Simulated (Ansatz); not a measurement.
Input file:

```yaml
crystal:
  periodic: [false, false, false]
  atoms:
    - {symbol: Na, position_ang: [0.000000, 0.000000, 0.000000]}
    - {symbol: Na, position_ang: [0.000000, 0.000000, 3.152524]}
basis:
  gaussian: {orbitals: cc-pVDZ}
correlation: {method: fci, electrons: outside_noble_gas}
```

```sh
$ ansatz run in.yaml --threads 1 --pin off --events-out ev --progress --plain --max-ram 2393MiB
```

Log:

```
643 factors; integrals over basis functions are off by at most 1.2e-7 eV
mean field evaluation 1: about -8808.4272 eV, gradient 1.1e0 eV
mean field evaluation 2: about -8808.4297 eV, gradient 1.2e0 eV
mean field evaluation 4: about -8808.4545 eV, gradient 3.2e-2 eV
mean field evaluation 8: about -8808.4544 eV, gradient 1.7e-6 eV
mean field -8808.45444794 eV, -323.7047303770 hartree, gradient 1.8e-6 eV, S^2 0.000000; 0 other end points of the search recorded, 0 dependent functions left out; unrestricted orbitals would lower it
10 core orbitals not correlated: weight in the atoms' cores, before any rotation towards them, 1.000 or more for the frozen orbitals, at most 0.000 for the correlated occupied ones
reference -8808.45444794 eV, -323.7047303770 hartree; 1, 1 occupied and 25, 25 virtual orbitals, 643 factors
state -8809.17144300 eV, -323.7310794593 hartree
Total energy: -8809.17144300 eV, -323.7310794593 hartree
```

Ran on 1 thread of Arm Neoverse V1, shared host: 0.36 s wall, 0.07 GiB peak host memory.
